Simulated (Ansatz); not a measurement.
Results of PBEsol (Ansatz, an electronic-structure program, PAW) for K₂CuVS₄ (Fddd, No. 70; cell taken from a computed entry).

Run with plane-wave cutoff 520 eV, 8×8×8 k mesh, Fermi–Dirac smearing 0.01 eV, no spin polarisation, scalar-relativistic PAW data made under PBE.

Cell (relaxed with PBEsol):

```cif
data_Cu8K16S32V8
_chemical_formula_sum 'K16 V8 Cu8 S32'
_space_group_name_H-M_alt 'Fddd :1'
_space_group_IT_number 70
_space_group_name_Hall 'F 2 2 -1d'
_cell_length_a 5.33977
_cell_length_b 12.75401
_cell_length_c 22.38872
_cell_angle_alpha 90.000
_cell_angle_beta 90.000
_cell_angle_gamma 90.000
loop_
_atom_site_label
_atom_site_type_symbol
_atom_site_symmetry_multiplicity
_atom_site_Wyckoff_symbol
_atom_site_fract_x
_atom_site_fract_y
_atom_site_fract_z
_atom_site_occupancy
K1 K 16 g 0.00000 0.00000 0.32086 1
V1 V 8 b 0.50000 0.50000 0.50000 1
Cu1 Cu 8 a 0.00000 0.00000 0.00000 1
S1 S 32 h 0.26674 0.09865 0.05538 1
```
(The calculation used a cell of 16 atoms; values per cell refer to that cell.)

Task: Predict the band gap, smallest direct gap on the k points sampled and Γ–Γ gap.

Result: 
band gap: 1.23 eV (indirect)
smallest direct gap on the k points sampled: 1.49 eV
Γ–Γ gap: 1.75 eV

The computed numbers hold no vibrational or temperature effects.

It cost very roughly 3 core-minutes of CPU time.
